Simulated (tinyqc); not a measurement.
Harmonic frequencies on the UHF/sto-3g surface (energies and gradients from PySCF), for BH, spin multiplicity 3, step by step. One step of it, computed by the program tinyqc.

Problem. One row of the Hessian: 2Hz. Displace 2Hz by +/-0.005 bohr; H(k, :) = (g(+) - g(-)) / (2 delta).

optimised positions (bohr):
```
           x         y         z
1B  0.000000  0.000000  0.145343
2H  0.000000  0.000000  2.328309
```

gradient at +delta (hartree/bohr):
```
             x           y            z
1B  0.00000000  0.00000000  -0.00182393
2H  0.00000000  0.00000000   0.00182393
```

gradient at -delta (hartree/bohr):
```
             x           y            z
1B  0.00000000  0.00000000   0.00183995
2H  0.00000000  0.00000000  -0.00183995
```

Give: row of the Hessian.

Solution.

row of the Hessian (hartree/bohr^2): 1Bx 0.00000, 1By 0.00000, 1Bz -0.36639, 2Hx 0.00000, 2Hy 0.00000, 2Hz 0.36639
